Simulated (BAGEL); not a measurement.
**BH2O (SMILES [BH]O): UHF/6-31G(d) (density fitting with qzvpp-jkfit, spherical functions)**

What is the vertical ionisation energy of BH2O at UHF/6-31G* (density fitting with qzvpp-jkfit, spherical functions)? 

Program for the calculation: BAGEL 1.2.2.

3 further runs of the same task are left out: 1 that didn't finish, 2 set aside as unsound or not needed. Runs told in other sessions of the task aren't counted.

## (1) The structure to begin with

The species is BH2O (4 atoms), meant as a doublet with charge 0. As SMILES, `[BH]O`. Geometry: relaxed at PBE0-D4/def2-TZVP.

Bond lengths: B1–O2 1.333 Å, B1–H3 1.201 Å, O2–H4 0.961 Å. Angles: B1–O2–H4 114.6°, O2–B1–H3 121.0°.

## (2) The energy at UHF/6-31G(d) (density fitting with qzvpp-jkfit, spherical functions)

Contents of hf.json:

```json
{ "bagel" : [

{
  "title" : "molecule",
  "basis" : "6-31gs.json",
  "df_basis" : "qzvpp-jkfit",
  "angstrom" : true,
  "geometry" : [
    { "atom" : "B", "xyz" : [   -0.006100,   -0.485500,    0.388300 ] },
    { "atom" : "O", "xyz" : [    0.119700,    0.544500,   -0.448600 ] },
    { "atom" : "H", "xyz" : [   -1.064200,   -1.032400,    0.540300 ] },
    { "atom" : "H", "xyz" : [    1.006100,    0.913200,   -0.500300 ] }
  ]
},
{ "title" : "uhf", "charge" : 0, "nopen" : 1 },
{ "title" : "print", "file" : "orbitals.molden", "orbitals" : true }

]}
```

The basis set 6-31G* is read from a file made from the Basis Set Exchange's data (not shown).

Run with:

```bash
$ BAGEL_NUM_THREADS=1 BAGEL hf.json > hf.out
```

What it wrote:

```text
* using 1 threads per process

  ===============================================================
  ===============================================================

  *** Geometry ***

  { "atom" : "B", "xyz" : [     -0.011527,     -0.917462,      0.733781 ] },
  { "atom" : "O", "xyz" : [      0.226200,      1.028956,     -0.847731 ] },
  { "atom" : "H", "xyz" : [     -2.011047,     -1.950953,      1.021019 ] },
  { "atom" : "H", "xyz" : [      1.901253,      1.725698,     -0.945430 ] },

  Number of auxiliary basis functions:      188

  Since a DF basis is specified, we compute 2- and 3-index integrals:
    o Being stored without compression. Storage requirement is 0.002 GB

  Number of basis functions:       32
  Number of electrons      :       15

    * METHOD: MOLECULE                             0.02

  *** Open-shell HF ***

  === Nuclear Repulsion ===
    25.9416964311

      * DIIS with orbital gradients will be used.

  === UHF iteration (6-31gs.json) ===
      0       -100.53658182          0.08325721           0.00
      1       -100.62477760          0.05533545           0.00
      2       -100.65688601          0.03586811           0.00
      3       -100.67835717          0.00287043           0.00
      4       -100.67916344          0.00079620           0.00
      5       -100.67928318          0.00019643           0.00
      6       -100.67930281          0.00004498           0.00
      7       -100.67930631          0.00001566           0.00
      8       -100.67930719          0.00000406           0.00
      9       -100.67930733          0.00000215           0.00
     10       -100.67930738          0.00000126           0.00
     11       -100.67930739          0.00000065           0.00
     12       -100.67930739          0.00000030           0.00
     13       -100.67930739          0.00000010           0.00
     14       -100.67930739          0.00000003           0.00
     15       -100.67930739          0.00000001           0.00
     16       -100.67930739          0.00000000           0.00
    * SCF iteration converged.

    * S^2 (UHF) is 0.7526

    * Permanent dipole moment:
           (   -0.603238,    -0.221629,     0.010320) a.u.

    * METHOD: UHF                                  0.08

    * METHOD: PRINT                                0.00

  ===============================================================
```

It took 0.22 s on 1 thread of Arm Neoverse V2, shared host.

## (3) The singlet cation, same level

Contents of input.json:

```json
{ "bagel": [

{
  "title": "molecule",
  "basis": "6-31gs.json",
  "df_basis": "qzvpp-jkfit",
  "angstrom": true,
  "geometry": [
    { "atom": "B", "xyz": [      -0.006100,      -0.485500,       0.388300 ] },
    { "atom": "O", "xyz": [       0.119700,       0.544500,      -0.448600 ] },
    { "atom": "H", "xyz": [      -1.064200,      -1.032400,       0.540300 ] },
    { "atom": "H", "xyz": [       1.006100,       0.913200,      -0.500300 ] }
  ]
},

{ "title": "hf", "charge": 1 },

{ "title": "print", "file": "orbitals.molden", "orbitals": true }

]}
```

The basis set 6-31G* is read from a file made from the Basis Set Exchange's data (not shown).

Run with:

```bash
$ BAGEL_NUM_THREADS=1 BAGEL input.json > input.out
```

What it wrote:

```text
* using 1 threads per process

  ===============================================================
  ===============================================================

  *** Geometry ***

  { "atom" : "B", "xyz" : [     -0.011527,     -0.917462,      0.733781 ] },
  { "atom" : "O", "xyz" : [      0.226200,      1.028956,     -0.847731 ] },
  { "atom" : "H", "xyz" : [     -2.011047,     -1.950953,      1.021019 ] },
  { "atom" : "H", "xyz" : [      1.901253,      1.725698,     -0.945430 ] },

  Number of auxiliary basis functions:      188

  Since a DF basis is specified, we compute 2- and 3-index integrals:
    o Being stored without compression. Storage requirement is 0.002 GB

  Number of basis functions:       32
  Number of electrons      :       15

    * METHOD: MOLECULE                             0.02

  *** RHF ***

  === Nuclear Repulsion ===
    25.9416964311

      * DIIS with orbital gradients will be used.

  === RHF iteration (6-31gs.json) ===
      0       -100.24257879          0.04399638           0.00
      1       -100.31232708          0.03437161           0.00
      2       -100.38021822          0.00324100           0.00
      3       -100.38137237          0.00060882           0.00
      4       -100.38142989          0.00016858           0.00
      5       -100.38143549          0.00003743           0.00
      6       -100.38143572          0.00001112           0.00
      7       -100.38143574          0.00000257           0.00
      8       -100.38143574          0.00000153           0.00
      9       -100.38143574          0.00000039           0.00
     10       -100.38143574          0.00000013           0.00
     11       -100.38143574          0.00000005           0.00
     12       -100.38143574          0.00000001           0.00
    * SCF iteration converged.

    * Permanent dipole moment:
           (   -0.762828,     0.845300,    -0.942039) a.u.

    * METHOD: HF                                   0.05

    * METHOD: PRINT                                0.00

  ===============================================================
```

It took 0.2 s on 1 thread of Arm Neoverse V2, shared host.

## (4) Summary of results

At UHF/6-31G* (density fitting with qzvpp-jkfit, spherical functions):

```
                                          quantity          value
                        doublet BH2O: total energy  -100.67931 Eh
                       doublet BH2O: dipole moment         1.63 D
                                doublet BH2O: ⟨S²⟩          0.753
                      singlet cation: total energy  -100.38144 Eh
                       singlet cation: HOMO energy      -23.32 eV
                       singlet cation: LUMO energy       -7.20 eV
                     singlet cation: HOMO–LUMO gap       16.12 eV
vertical ionisation energy (to the singlet cation)       8.106 eV
```

What this shows: The vertical ionisation energy comes to 8.11 eV (782 kJ/mol).
